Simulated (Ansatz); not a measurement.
# Al2 (triplet): from Hartree-Fock to the top rungs at distance Al1–Al2 = 5.462 Å, cc-pVDZ

Aim: climb from Hartree-Fock through coupled cluster and multireference methods for Al2 (triplet) at one geometry and basis, and see what each rung misses.

Method: cc-pVDZ, core rule «outside noble gas», up to 10 orbitals frozen; program: Ansatz 0.2.0, Gaussian basis.

The runs, in order: UHF; CCSD(T) on ROHF; CCSD(T) on UHF; BCCD(T) on ROHF; CISD; CCSDT(Q) on ROHF; CCSDT(Q) on UHF; CISDTQ; CASSCF and MRCISD+Q, 4 electrons in 4 orbitals; CASSCF and NEVPT2, 4 electrons in 4 orbitals; CASSCF and MRCISD+Q, 6 electrons in 8 orbitals; CASSCF and NEVPT2, 6 electrons in 8 orbitals; Full CI.

22 further runs of the same task are left out: 13 that didn't finish, 9 set aside as unsound or not needed.

**1. What is computed**

The geometry derives from a PBE0/def2-TZVP stationary point (not a proven minimum). One bond is set to the value named and the two fragments are kept rigid.

2 atoms, charge 0, spin multiplicity 3.

Atoms are counted from 1 here; the program's logs count them from 0.

No contacts short enough for the rule that draws bonds.

**2. UHF**

Input file in.yaml:

```yaml
crystal:
  periodic: [false, false, false]
  atoms:
    - {symbol: Al, position_ang: [0.000000, 0.000000, 0.000000]}
    - {symbol: Al, position_ang: [0.000000, 0.000000, 5.462000]}
basis:
  gaussian: {orbitals: cc-pVDZ}
magnetization: {spin_polarized: true, initial_magnetization: 2}
hamiltonian: {xc: hf}
output: {orbitals: {seedname: orbitals}}
```

The run is started by

```bash
ansatz run in.yaml --threads 1 --pin off --events-out ev --progress --plain --max-ram 2393MiB
```

After this run come: CCSD(T) on ROHF; CCSD(T) on UHF; BCCD(T) on ROHF; CISD; CCSDT(Q) on ROHF; CCSDT(Q) on UHF; CISDTQ; CASSCF and MRCISD+Q, 4 electrons in 4 orbitals; CASSCF and NEVPT2, 4 electrons in 4 orbitals; CASSCF and MRCISD+Q, 6 electrons in 8 orbitals; CASSCF and NEVPT2, 6 electrons in 8 orbitals; Full CI.

Q: Predict the results of all the runs planned. Wanted: FCI from the RHF energy; RMP2 from FCI; UMP2 from FCI; RCCSD from FCI; RCCSD(T) from FCI; UCCSD(T) from FCI; RCCSDT(Q) from FCI; UCCSDT(Q) from FCI; T1 diagnostic.

**Answer**, as computed:

```
                         quantity                                         value
          FCI from the ROHF energy                                    -2.8388 eV
                    RMP2 from FCI                               +22.79 kcal/mol
                    UMP2 from FCI                               +22.65 kcal/mol
                   RCCSD from FCI                                +2.21 kcal/mol
                RCCSD(T) from FCI                                +1.15 kcal/mol
                UCCSD(T) from FCI                                +1.11 kcal/mol
               RCCSDT(Q) from FCI                                +0.40 kcal/mol
               UCCSDT(Q) from FCI                                +0.46 kcal/mol
levels within 1 kcal/mol (43 meV)  RCCSDT, UCCSDT, CISDTQ, RCCSDT(Q), UCCSDT(Q)
                    T1 diagnostic                                         0.027
   effectively unpaired electrons                                          2.39
```

What this shows: RCCSD(T) misses by +1.15 kcal/mol, 1.8 % of the correlation energy. The occupations show some static correlation. These misses are within one basis, not against nature; the frozen cores of restricted and unrestricted runs differ, which can shift their rows.

Levels on UHF freeze UHF's core orbitals, full CI those of ROHF, so the U rows can settle a little off it for that reason alone.

With open shells the CI space here admits some triples and quadruples, so it is larger than plain CISD.
